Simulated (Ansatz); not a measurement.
Process, species as SMILES: C#N (CH-N) → C atom + H atom + N atom
B3LYP-D3(BJ)/def2-TZVP geometries, fixed; electronic energies without zero-point terms.

Basis-set convergence of the atomisation energy at wB97M-V with Ansatz (a quantum-chemistry and plane-wave program). Cartesian d functions, on some or all atoms, in 6-31G*, 6-31+G*; all else is spherical. The program fits the integrals of some runs and decomposes those of others, by size. Open shells are unrestricted. The functional holds VV10 correlation; no added dispersion term, no relativity. Functions are those of the species that has most. Reference: the value in pcseg-4, 313.90 kcal/mol, itself unsure by roughly 0.12 kcal/mol (its mean distance from aug-pcseg-3, aug-cc-pVQZ, cc-pV5Z). Deviations are taken from unrounded values.

```
basis        functions  atomisation energy (kcal/mol)
-----------  ---------  -----------------------------
6-31G*              32                         311.15
6-31+G*             40                         308.72
cc-pVDZ             33                         308.60
aug-cc-pVDZ         55                         307.09
def2-SVP            33                         315.15
def2-SVPD           48                         317.53
pcseg-1             33                         308.40
aug-pcseg-1         55                         309.57
6-311G**            42                         311.14
6-311+G**           50                         310.16
def2-TZVP           68                         313.27
def2-TZVPD          83                         313.41
cc-pVTZ             74                         313.34
aug-cc-pVTZ        115                         312.79
pcseg-2             74                         313.74
aug-pcseg-2        115                         313.84
def2-TZVPP          76                         313.56
def2-TZVPPD         91                         313.69
cc-pVQZ            140                         313.96
aug-cc-pVQZ        206                         313.60
def2-QZVPP         144                         313.55
def2-QZVPPD        159                         313.54
pcseg-3            153                         313.89
aug-pcseg-3        219                         313.90
```

What the diffuse functions change, pair by pair:
- 6-31G* to 6-31+G*: 8 more functions, deviation -2.75 to -5.18 kcal/mol
- cc-pVDZ to aug-cc-pVDZ: 22 more functions, deviation -5.30 to -6.81 kcal/mol
- def2-SVP to def2-SVPD: 15 more functions, deviation 1.25 to 3.63 kcal/mol
- pcseg-1 to aug-pcseg-1: 22 more functions, deviation -5.50 to -4.33 kcal/mol
- 6-311G** to 6-311+G**: 8 more functions, deviation -2.76 to -3.74 kcal/mol
- def2-TZVP to def2-TZVPD: 15 more functions, deviation -0.63 to -0.49 kcal/mol
- cc-pVTZ to aug-cc-pVTZ: 41 more functions, deviation -0.56 to -1.11 kcal/mol
- pcseg-2 to aug-pcseg-2: 41 more functions, deviation -0.17 to -0.06 kcal/mol
- def2-TZVPP to def2-TZVPPD: 15 more functions, deviation -0.34 to -0.21 kcal/mol
- cc-pVQZ to aug-cc-pVQZ: 66 more functions, deviation 0.06 to -0.30 kcal/mol
- def2-QZVPP to def2-QZVPPD: 15 more functions, deviation -0.35 to -0.36 kcal/mol
- pcseg-3 to aug-pcseg-3: 66 more functions, deviation -0.01 to -0.01 kcal/mol

They bring the value nearer the reference by more than 0.12 kcal/mol in 3 of 12 pairs.
